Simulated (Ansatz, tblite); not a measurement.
## Band gap of zinc-blende CdS (metastable phase): levels of theory against measurement

Reference value: 2.48 eV (measured, 4 K, zero-point motion not removed, our sources range from 2.48 to 2.55; as tabulated in arXiv:1206.3780).

| level (code) | value (eV) | cell (Å³/atom) |
|---|---|---|
| IPEA1-xTB (tblite) | 1.20 | 23.84 |
| LDA+SOC (Ansatz) | 0.87 (direct) | 24.62 |
| BLYP (Ansatz) | 1.11 | 24.62 |
| PBE-D4 (Ansatz) | 1.12 | 25.06 |
| r²SCAN+SOC (Ansatz) | 1.60 (direct) | 24.62 |
| B3LYP (VWN-RPA form) (Ansatz) | … | 24.62 |
| Hartree–Fock (Ansatz) | … | 24.62 |

**Question.** Complete the blanks.

**Answer.** 
- B3LYP (VWN-RPA form) (Ansatz, an electronic-structure program), value (eV): 2.42
- Hartree–Fock (Ansatz), value (eV): 8.51

Differences against the reference: IPEA1-xTB -1.28 eV, LDA+SOC -1.61 eV, BLYP -1.37 eV, PBE-D4 -1.36 eV, r²SCAN+SOC -0.88 eV, B3LYP (VWN-RPA form) -0.06 eV, Hartree–Fock +6.03 eV.

Leaving aside IPEA1-xTB (doubt noted below): Of the ranked levels B3LYP (VWN-RPA form) (-0.06 eV) comes nearest. Farthest off among them: Hartree–Fock (+6.03 eV). Of the ranked levels only B3LYP (VWN-RPA form) lands within 0.5 eV.

Density-functional gaps are differences of (generalised) Kohn–Sham levels of a static lattice; semilocal ones lie below quasiparticle gaps as a rule. Measured gaps hold zero-point and thermal shifts unless a correction is named. Spin–orbit coupling is included only where a level's name says +SOC; with heavier elements it mostly lowers gaps and can invert bands.  IPEA1-xTB, PBE-D4: the gap is read on the k mesh or supercell of the run alone and can be too large. IPEA1-xTB: this parameter set was refitted to ionisation energies, not structures. Values are at the measured cell; IPEA1-xTB at the level's own equilibrium cell; PBE-D4 at the level's own relaxed cell. Cutoffs and k meshes differ between the levels. Ansatz's density-functional and Hartree–Fock values are scalar-relativistic unless marked +SOC, with PAW data made under PBE.

Differences are worked out from the printed values.
